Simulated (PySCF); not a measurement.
Vibration and rotation of NaLi⁻

ROHF-CCSD(T) constants of NaLi⁻, ²Σ⁺ (doublet), unpaired electrons σ ↑ (basis Na aug-pcseg-1, Li aug-pcseg-1; no relativity; PySCF 2.14; masses 22.9898 and 7.0160 u):

```
ωe              : 152.4 cm⁻¹
ωexe            : 1.42 cm⁻¹
Be              : 0.26865 cm⁻¹
αe              : 0.00386 cm⁻¹
D (centrifugal) : 3.34e-06 cm⁻¹
De to Na + Li⁻  : 0.61 eV
```

**Question.** Give the vibrational terms G(v) and spacings up to v = 6.

**Answer.** G(v) = ωe(v+½) − ωexe(v+½)².

```tsv
v	G(v) (cm⁻¹)	G(v) − G(v−1)	Bv (cm⁻¹)
0	75.8		0.2667
1	225.4	149.6	0.2629
2	372.1	146.7	0.2590
3	516.0	143.9	0.2551
4	657.0	141.0	0.2513
5	795.2	138.2	0.2474
6	930.6	135.4	0.2436
```

**Question.** How well does the Morse estimate ωe²/(4ωexe) reproduce De, and what is D0?

**Answer.** It gives 0.51 eV, 83 % of the computed De. D0 = De − G(0) = 0.61 − 0.01 = 0.60 eV.

Correlated steps freeze 1 core orbital. Correlated levels converge slowly with the basis: in double zeta they bind strong bonds too weakly, by up to about 1 eV, and carry superposition errors of some tenths. For an ion De counts to the pair picked by the measured ionisation energies or electron affinities, which need not be the lowest pair at this level. The state was picked by a PBE0 search and need not be the measured ground state.
